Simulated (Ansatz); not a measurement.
# H4SSi: vertical and adiabatic energies of changing the electron count, by script

The task is vertical and adiabatic energies of changing the electron count, for H4SSi.

All numbers are computed with Ansatz 0.2.0 through its Python package. Level of theory: CAM-B3LYP/def2-TZVP.

### Step 1. The system

Bond lengths: Si1–S2 2.110 Å, Si1–H3 1.567 Å, Si1–H4 1.441 Å, Si1–H5 1.514 Å, S2–H6 1.356 Å. Angles: Si1–S2–H6 97.9°, S2–Si1–H3 108.3°, S2–Si1–H4 111.3°, S2–Si1–H5 109.5°, H3–Si1–H4 112.5°, H3–Si1–H5 105.3°, H4–Si1–H5 109.6°.

No structure file is read: the coordinates are typed or built in the script.

### Step 2. The code

The input, adiabatic_h4ssi.py:

```python
"""Vertical and adiabatic ionisation of H4SSi."""

import itertools

import ansatz as az
from ase.data import atomic_numbers, covalent_radii
import numpy as np

geometry_ang = [
    ("Si", (-0.133, -0.335, -0.4267)),
    ("S", (0.8842, 0.0064, 1.3904)),
    ("H", (-1.6561, -0.0469, -0.2006)),
    ("H", (0.1089, -1.667, -0.9198)),
    ("H", (0.3177, 0.6779, -1.4576)),
    ("H", (0.5205, 1.3006, 1.5682)),
]
molecule = az.Crystal.molecule()
for symbol, xyz in geometry_ang:
    molecule = molecule.atom(symbol, xyz)

job = (
    molecule.calculation()
    .basis(gaussian="def2-TZVP")
    .functional("cam_b3lyp")
    .accuracy("medium")
    .scf(lower_state_search="light")
)
symbols = [site.symbol for site in molecule.cartesian_sites]
start = np.array([site.position_ang for site in molecule.cartesian_sites], dtype=float)
report = job.relax(force_tolerance=0.01).run(threads=1, backend="cpu").report
end = np.array(report["positions_ang"])

minimum = az.Crystal.molecule()
for symbol, place in zip(symbols, end):
    minimum = minimum.atom(symbol, place.tolist())
ion = (
    minimum.calculation()
    .basis(gaussian="def2-TZVP")
    .functional("cam_b3lyp")
    .accuracy("medium")
    .scf(lower_state_search="light")
    .charge(1)
    .spin("collinear", total=1)
)
vertical = ion.run(threads=1, backend="cpu").report
settled = ion.relax(force_tolerance=0.01, max_steps=80).run(threads=1, backend="cpu").report
print(f"vertical ionisation energy   {vertical['free_energy_ev'] - report['free_energy_ev']:.3f} eV")
print(f"adiabatic, no zero point     {settled['free_energy_ev'] - report['free_energy_ev']:.3f} eV")
print(f"relaxation energy of the ion {vertical['free_energy_ev'] - settled['free_energy_ev']:.3f} eV")
ionised = np.array(settled["positions_ang"])
# pairs closer than 1.2 times the sum of covalent radii, before or after
radius = [covalent_radii[atomic_numbers[s]] for s in symbols]
span = lambda where, i, j: np.linalg.norm(where[i] - where[j])
bonded = [(i, j) for i, j in itertools.combinations(range(len(symbols)), 2) if min(span(end, i, j), span(ionised, i, j)) < 1.2 * (radius[i] + radius[j])]
print("pair        before    after (A)")
for i, j in bonded:
    print(f"{symbols[i]}{i}-{symbols[j]}{j}".ljust(10), f"{span(end, i, j):8.4f} {span(ionised, i, j):8.4f}")
for first, second in list(itertools.combinations(bonded, 2)):
    shared = set(first) & set(second)
    if shared and symbols[(j := shared.pop())] != "H":
        i, k = sorted((set(first) | set(second)) - {j})
        u, v = ionised[i] - ionised[j], ionised[k] - ionised[j]
        angle = np.degrees(np.arccos(np.clip(u @ v / np.linalg.norm(u) / np.linalg.norm(v), -1, 1)))
        print(f"final angle {symbols[i]}{i}-{symbols[j]}{j}-{symbols[k]}{k}: {angle:.2f} deg")
```

### Step 3. What the engine is handed

The engine receives this input (first run):

```yaml
crystal:
  periodic: [false, false, false]
  atoms:
    - { symbol: Si, position_ang: [-0.133, -0.335, -0.4267] }
    - { symbol: S, position_ang: [0.8842, 0.0064, 1.3904] }
    - { symbol: H, position_ang: [-1.6561, -0.0469, -0.2006] }
    - { symbol: H, position_ang: [0.1089, -1.667, -0.9198] }
    - { symbol: H, position_ang: [0.3177, 0.6779, -1.4576] }
    - { symbol: H, position_ang: [0.5205, 1.3006, 1.5682] }
accuracy: medium
basis:
  gaussian:
    orbitals: def2-TZVP
hamiltonian:
  xc: cam_b3lyp
scf:
  lower_state_search: light
relax:
  f_tol: 0.01
```

### Step 4. Launch

Run with:

```sh
$ python adiabatic_h4ssi.py
```

Log:

```text
vertical ionisation energy   9.920 eV
adiabatic, no zero point     9.675 eV
relaxation energy of the ion 0.245 eV
pair        before    after (A)
Si0-S1       2.1383   2.2754
Si0-H2       1.4769   1.4700
Si0-H3       1.4747   1.4634
Si0-H4       1.4769   1.4699
S1-H5        1.3403   1.3535
final angle S1-Si0-H2: 100.63 deg
final angle S1-Si0-H3: 101.77 deg
final angle S1-Si0-H4: 100.67 deg
final angle Si0-S1-H5: 96.24 deg
final angle H2-Si0-H3: 116.93 deg
final angle H2-Si0-H4: 115.41 deg
final angle H3-Si0-H4: 116.95 deg
```

It took 45 s on 1 thread of Arm Neoverse V2, shared host; peak memory 0.29 GiB.

### Step 5. Inputs of later runs

The engine's inputs for the other runs:

Run 2, against run 1:

```diff
@@ -4,6 +4,6 @@
-    - { symbol: Si, position_ang: [-0.133, -0.335, -0.4267] }
-    - { symbol: S, position_ang: [0.8842, 0.0064, 1.3904] }
-    - { symbol: H, position_ang: [-1.6561, -0.0469, -0.2006] }
-    - { symbol: H, position_ang: [0.1089, -1.667, -0.9198] }
-    - { symbol: H, position_ang: [0.3177, 0.6779, -1.4576] }
-    - { symbol: H, position_ang: [0.5205, 1.3006, 1.5682] }
+    - { symbol: Si, position_ang: [-0.17127081628552687, -0.26524864583585883, -0.4389094562100327] }
+    - { symbol: S, position_ang: [0.903807823778035, -0.00894462849758356, 1.3915756418071838] }
+    - { symbol: H, position_ang: [-1.6233270693116781, -0.07711693772308047, -0.2455041793505231] }
+    - { symbol: H, position_ang: [0.10542516858998283, -1.6528369285768072, -0.8546172004318032] }
+    - { symbol: H, position_ang: [0.29627924526566796, 0.6752511777940406, -1.4771921006770659] }
+    - { symbol: H, position_ang: [0.5312856479635194, 1.2648959628392895, 1.5785472948622412] }
@@ -15,0 +16,4 @@
+magnetization:
+  spin_polarized: true
+  initial_magnetization: 1.0
+total_charge: 1.0
@@ -18,2 +21,0 @@
-relax:
-  f_tol: 0.01
```

Run 3, against run 1:

```diff
@@ -4,6 +4,6 @@
-    - { symbol: Si, position_ang: [-0.133, -0.335, -0.4267] }
-    - { symbol: S, position_ang: [0.8842, 0.0064, 1.3904] }
-    - { symbol: H, position_ang: [-1.6561, -0.0469, -0.2006] }
-    - { symbol: H, position_ang: [0.1089, -1.667, -0.9198] }
-    - { symbol: H, position_ang: [0.3177, 0.6779, -1.4576] }
-    - { symbol: H, position_ang: [0.5205, 1.3006, 1.5682] }
+    - { symbol: Si, position_ang: [-0.17127081628552687, -0.26524864583585883, -0.4389094562100327] }
+    - { symbol: S, position_ang: [0.903807823778035, -0.00894462849758356, 1.3915756418071838] }
+    - { symbol: H, position_ang: [-1.6233270693116781, -0.07711693772308047, -0.2455041793505231] }
+    - { symbol: H, position_ang: [0.10542516858998283, -1.6528369285768072, -0.8546172004318032] }
+    - { symbol: H, position_ang: [0.29627924526566796, 0.6752511777940406, -1.4771921006770659] }
+    - { symbol: H, position_ang: [0.5312856479635194, 1.2648959628392895, 1.5785472948622412] }
@@ -15,0 +16,4 @@
+magnetization:
+  spin_polarized: true
+  initial_magnetization: 1.0
+total_charge: 1.0
@@ -19,0 +24 @@
+  max_steps: 80
```

### Step 6. The runs side by side

One row for each of the 3 runs:

```tsv
run	kind of run	system	unpaired or total moment	energy (eV)	<S²>	SCF cycles in all	CPU time (s)
1	relaxation	H4SSi	not set	-18779.6975	0.00	65	16
2	single point	H4SSi, charge +1	1	-18769.7772	0.76	17	3.3
3	relaxation	H4SSi, charge +1	1	-18770.0220	0.76	73	25
```

Totals carry meaning only in balanced differences at one level of theory.

### Step 7. How the relaxation of run 1 went

The steps of the relaxation:

```csv
step,E - E(step 1) (eV),largest force component (eV/Å)
1,0.0000,1.9020
2,-0.0779,0.6244
3,-0.1353,0.3930
4,-0.1387,0.1470
5,-0.1402,0.0260
6,-0.1403,0.0047
```

Step 1 is the start.

Before: Bond lengths: Si1–S2 2.110 Å, Si1–H3 1.567 Å, Si1–H4 1.441 Å, Si1–H5 1.514 Å, S2–H6 1.356 Å. Angles: Si1–S2–H6 97.9°, S2–Si1–H3 108.3°, S2–Si1–H4 111.3°, S2–Si1–H5 109.5°, H3–Si1–H4 112.5°, H3–Si1–H5 105.3°, H4–Si1–H5 109.6°.

After: Bond lengths: Si1–S2 2.138 Å, Si1–H3 1.477 Å, Si1–H4 1.475 Å, Si1–H5 1.477 Å, S2–H6 1.340 Å. Angles: Si1–S2–H6 95.4°, S2–Si1–H3 111.5°, S2–Si1–H4 105.1°, S2–Si1–H5 111.5°, H3–Si1–H4 110.0°, H3–Si1–H5 108.8°, H4–Si1–H5 110.0°.

### Step 8. Path of the relaxation of run 3

Step by step:

```
step  E - E(step 1) (eV)  largest force component (eV/Å)
   1              0.0000                          2.1541
   2             -0.1676                          0.8219
   3             -0.2337                          0.3541
   4             -0.2435                          0.1737
   5             -0.2446                          0.0813
   6             -0.2448                          0.0037
```

Step 1 is the start.

Before: Bond lengths: Si1–S2 2.138 Å, Si1–H3 1.477 Å, Si1–H4 1.475 Å, Si1–H5 1.477 Å, S2–H6 1.340 Å. Angles: Si1–S2–H6 95.4°, S2–Si1–H3 111.5°, S2–Si1–H4 105.1°, S2–Si1–H5 111.5°, H3–Si1–H4 110.0°, H3–Si1–H5 108.8°, H4–Si1–H5 110.0°.

After: Bond lengths: Si1–S2 2.275 Å, Si1–H3 1.470 Å, Si1–H4 1.463 Å, Si1–H5 1.470 Å, S2–H6 1.353 Å. Angles: Si1–S2–H6 96.2°, S2–Si1–H3 100.6°, S2–Si1–H4 101.8°, S2–Si1–H5 100.7°, H3–Si1–H4 116.9°, H3–Si1–H5 115.4°, H4–Si1–H5 116.9°.

### Step 9. What came out

| quantity | value |
| --- | --- |
| vertical ionisation energy | 9.920 eV |
| adiabatic ionisation energy, no zero point | 9.675 eV |
| runs compared | 3 |

The ionisation energy is a difference of two total energies at the neutral geometry; letting the ion relax lowers it by 0.24 eV. The dearest, run 3, took some 7.8 times as long as run 2. Run 1: After 5 moves the largest shift is 0.080 Å, of atom 1 (Si). Run 3: The relaxation took 5 moves; the largest shift is 0.152 Å, of atom 1 (Si). The energies are electronic: no zero-point or thermal terms, and the basis set is short of its limit. The product may relax into another structure. The relaxation finds the nearest minimum, so the adiabatic value is an upper bound.
